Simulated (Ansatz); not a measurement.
Input file:

```yaml
crystal:
  periodic: [false, false, false]
  atoms:
    - {symbol: Al, position_ang: [0.000000, 0.182223, 1.335069]}
    - {symbol: Mg, position_ang: [0.000000, -0.278240, -1.520835]}
    - {symbol: H, position_ang: [0.000000, 1.831434, 0.934282]}
basis:
  gaussian: {orbitals: aug-cc-pVDZ}
correlation: {active_space: {ras: {orbitals: [3, 0, 50], electrons: 6, max_holes: 2, max_particles: 2}, fixed_orbitals: true}}
```

```sh
$ ansatz run in.yaml --threads 1 --pin off --events-out ev --progress --plain --max-ram 2393MiB
```

**Question.** Roughly how long does this take on 1 thread of Arm Neoverse V1, shared host, and how much host memory?

**Answer.** 1.8 s wall and 0.15 GiB.

```
619 factors; integrals over basis functions are off by at most 5.2e-4 eV
mean field evaluation 1: about -12028.5580 eV, gradient 7.2e0 eV
mean field evaluation 2: about -12028.5585 eV, gradient 7.2e0 eV
mean field evaluation 4: about -12028.9622 eV, gradient 5.8e-1 eV
mean field evaluation 8: about -12028.9673 eV, gradient 2.9e-4 eV
mean field evaluation 16: about -12013.7568 eV, gradient 1.4e-3 eV
mean field evaluation 32: about -12014.3774 eV, gradient 4.1e0 eV
mean field -12028.96729416 eV, -442.0563945336 hartree, gradient 2.9e-6 eV, S^2 0.000000; 4 other end points of the search recorded, 0 dependent functions left out
reference -12028.96729416 eV, -442.0563945336 hartree; 13, 13 occupied and 50, 50 virtual orbitals, 619 factors
state -12031.93673591 eV, -442.1655195050 hartree
Total energy: -12031.93673591 eV, -442.1655195050 hartree
```
